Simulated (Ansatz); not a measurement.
# AlClH6Si (built from SMILES Cl.[AlH2][SiH3]): molecular dynamics

Aim: follow the atoms for 40 steps of 1.0 fs at constant energy, with velocities drawn for 1500 K, and see to which side of the barrier the system falls.

Method: PBE-D4/def2-SVPD; program: Ansatz 0.2.0, Gaussian basis.

1 further run of the same task is left out (it didn't finish).

**1. Where the work starts**

The start, a first-order saddle point found at PBE0-D4 in triple zeta: 9 atoms, charge 0, spin multiplicity 1.

Atoms are counted from 1 here; the program's logs count them from 0.

Bond lengths: Al1–Si2 2.518 Å, Al1–H3 1.584 Å, Al1–H4 1.584 Å, Al1–Cl6 2.315 Å, Si2–H7 1.492 Å, Si2–H8 1.650 Å, Si2–H9 1.492 Å. Angles: Si2–Al1–H3 112.2°, Si2–Al1–H4 112.1°, Si2–Al1–Cl6 85.1°, H3–Al1–H4 123.9°, H3–Al1–Cl6 108.3°, H4–Al1–Cl6 108.2°, Al1–Si2–H7 125.7°, Al1–Si2–H8 97.3°, Al1–Si2–H9 126.1°, H7–Si2–H8 93.4°, H7–Si2–H9 106.0°, H8–Si2–H9 93.4°.

As a file:

```xyz
9
charge 0, multiplicity 1
Al   -1.4624    0.0911   -0.3708
Si    0.9612   -0.5906   -0.4143
H    -1.8366    1.0460   -1.5783
H    -2.3995   -1.0717    0.1581
H     0.6016    0.6985    1.0712
Cl   -0.8544    1.4068    1.4338
H     2.0083   -0.0245   -1.3136
H     1.4538    0.3027    0.8822
H     1.5279   -1.8581    0.1318
```

**2. The run**

Contents of md/in.yaml:

```yaml
crystal:
  periodic: [false, false, false]
  atoms:
    - {symbol: Al, position_ang: [-1.462414, 0.091093, -0.370759]}
    - {symbol: Si, position_ang: [0.961213, -0.590629, -0.414286]}
    - {symbol: H, position_ang: [-1.836554, 1.045962, -1.578310]}
    - {symbol: H, position_ang: [-2.399471, -1.071714, 0.158141]}
    - {symbol: H, position_ang: [0.601595, 0.698485, 1.071193]}
    - {symbol: Cl, position_ang: [-0.854435, 1.406845, 1.433817]}
    - {symbol: H, position_ang: [2.008345, -0.024499, -1.313594]}
    - {symbol: H, position_ang: [1.453766, 0.302718, 0.882207]}
    - {symbol: H, position_ang: [1.527855, -1.858062, 0.131792]}
basis:
  gaussian: {orbitals: def2-SVPD}
hamiltonian: {xc: pbe, dispersion: d4}
md: {n_steps: 40, timestep: 1.0, temperature: 1500, ensemble: nve, seed: 144, initial_velocities: maxwell_boltzmann}
```

On the command line:

```console
ansatz run in.yaml --threads 2 --pin off --events-out ev --progress --plain --max-ram 4352MiB
```

What does the calculation give? Wanted: temperature at the start; mean temperature, second half; lowest and highest potential energy, from the first frame; largest change of potential + kinetic.

The runs gave:

| quantity | value |
| --- | --- |
| length | 40 steps, 40.0 fs |
| temperature at the start | 1500 K |
| mean temperature, second half | 926 K |
| lowest and highest potential energy, from the first frame | 0 and 758 meV |
| largest change of potential + kinetic | 6.2 meV |

What this shows: By the last frame it has moved back towards the start side of the step. With no thermostat the total energy should stay fixed; it holds within 6.2 meV, small beside the kinetic energy, so the time step serves. The instant temperature ranges from 669 to 1500 K, as energy passes between motion and strain.
